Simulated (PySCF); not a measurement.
# Which determinant of SiS⁺ lies lowest?

Unrestricted PBE0; PySCF, no relativity, basis sets Si def2-TZVPPD, S def2-TZVPPD. Outer shells of the fragments: Si+ 3s2 3p1; S 3s2 3p4.

Followed along the bond (rough minima from three points):

| 2Ms+1 | unpaired | ⟨S²⟩ at the start | R at minimum (Å) | Te (eV) |
| --- | --- | --- | --- | --- |
| 2 | π ↑ | 0.76 | 2.08 | 0.00 |
| 2 | σ ↑ | 0.76 | 1.92 | 0.08 |
| 4 | σ ↑, π ↑↑ | 3.76 | 2.16 | 2.71 |

Solutions found at the starting distance of 2.200 Å, counted from the lowest of them; the search is not exhaustive and high or unbound solutions are not listed, so other states can lie among these:

```
2Ms+1   unpaired   term  E (eV)  ⟨S²⟩  ⟨Lz²⟩  μ (D)
    2        π ↑     ²Π    0.00  0.76   1.02  -3.03
    2        σ ↑    ²Σ⁺    0.72  0.76   0.00  -4.21
    4  σ ↑, π ↑↑  mixed    2.57  3.76   2.02  -2.35
    4      π ↑↑↑     ⁴Π    2.82  3.77   1.01   0.34
    4  σ ↑, π ↑↑  mixed    2.89  3.76   2.01  -2.50
    2  σ ↑, π ↑↓  mixed    3.12  1.77   2.02  -2.63
    2  σ ↓, π ↑↑  mixed    3.18  1.78   2.02  -2.03
    2      π ↑↑↓  mixed    3.26  1.77   3.04   0.34
    2  σ ↑, π ↑↓  mixed    3.34  1.77   2.02  -2.12
    4  σ ↑↑, π ↑     ⁴Π    5.82  3.75   1.02  -2.09
```

A term symbol is given only where ⟨S²⟩ and ⟨Lz²⟩ are close to those of a pure state; real π, δ and φ orbitals otherwise mix terms. A positive dipole points towards S; it is taken about the centre of mass and depends on that origin.

Problem. Compare the gap between the two lowest followed solutions at the starting distance with the gap between their minima.

Solution. At PBE0 the second solution (doublet, unpaired electrons σ ↑) lies +0.72 eV from the first (doublet, unpaired electrons π ↑) at 2.200 Å and +0.08 eV at the minima; the two curves relax by different amounts, since their minima lie near 1.92 and 2.08 Å.

Counting both spins, an empty level lies below a filled one in some of these solutions, because spin and occupation are held.
